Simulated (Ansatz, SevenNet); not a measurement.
For CsCl-type TlCl, the machine-learned potential SevenNet-l3i5 (trained on PBE and PBE+U data) gives:

* **lattice constant a**: 3.892 Å
* **bulk modulus B0**: 20.9 GPa

Problem. What does HSE06 in Ansatz (PAW) give for the same quantities?

Solution. 
- lattice constant a: 3.883 Å (drops by 0.2 %)
- bulk modulus: 22.8 GPa (rises by 9.1 %)

For comparison: lattice constant a 3.842 Å (measured, temperature not stated, not corrected to a static lattice; as tabulated in Wikipedia's data pages).

Changes are worked out from the printed values.

Unless a cell is named, each level is at its own relaxed cell (SevenNet-l3i5 29.47, HSE06 29.28 Å³/atom).

Levels without +SOC leave out spin–orbit coupling, which shifts energies and cells of such heavy elements.

Ansatz's density-functional and Hartree–Fock values are scalar-relativistic unless marked +SOC, with PAW data made under PBE.

Ansatz is an electronic-structure program.
